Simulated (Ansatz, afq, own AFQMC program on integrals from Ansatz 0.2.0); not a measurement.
**SiNH$_{2}$, doublet in cc-pVDZ, levels against CCSDT(Q)**

```
atom   x (Å)    y (Å)    z (Å)
  Si  0.0000   0.0000   0.6455
   N  0.0000   0.0000  -1.0599
   H  0.0000   0.8350  -1.6290
   H  0.0000  -0.8350  -1.6290
```

Connectivity, by distances: Si–NH2.

Basis cc-pVDZ. Noble-gas cores (and the filled d shells of Ga–Kr and In–Xe) are frozen. AFQMC by an in-house program on the Cholesky factors that Ansatz 0.2.0 writes for its CCSD(T) run. ph-AFQMC/CISD is guided by a CISD state made of CCSD amplitudes; releasing the constraint for a short imaginary time cuts its bias at the price of noise, slowly where states lie close. Free projection: walkers drawn from exp(T), propagated without any constraint. Its projection time is finite, and what remains of the start isn't in its error. Error bars are statistical, one sigma.

Determinant: UHF, the one that the program's search chose, which needn't be the lowest solution. The geometry is a point of a scan.

No full CI on the walks' own integrals is used here; CCSDT(Q) serves as the reference and is uncertain by about the last step of the cluster series.

The T1 diagnostic is 0.0197, the weight of the determinant in the CISD state is 0.880 and the ⟨S²⟩ of the determinant is 0.772. The size of the correlated space is 11 electrons in 36 orbitals.

Reference: CCSDT(Q), correlation energy -7.423 eV. The released energy is read at 2.40 1/Eh (meV from the phaseless value at times in 1/Eh: -1 ± 11 at 0.24, -19 ± 12 at 0.51, -27 ± 13 at 0.99, -17 ± 15 at 1.62, -17 ± 22 at 2.40).

```
         level  E − E(reference) (meV)  share of correlation (%)
            HF                  7423.3                      0.00
           MP2                   950.5                     87.20
          CCSD                   247.8                     96.66
       CCSD(T)                    39.7                     99.47
         CCSDT                    19.7                     99.74
   ph-AFQMC/HF            -82.8 ± 80.3                    101.12
 ph-AFQMC/CISD             14.7 ± 15.1                     99.80
released AFQMC             -1.9 ± 22.3                    100.03
    free AFQMC              6.6 ± 16.1                     99.91
```

Free projections are given only where their last times agree within the noise and don't stop above the reference; a slow remainder of the start can still hide under it. A walk keeps the symmetry of its determinant, which the program's search chose and which needn't be the lowest solution, so a lower state of the same spin and another symmetry isn't excluded. Released energies are given only where the last usable release times agree within the noise; a slower fall can still hide under it.
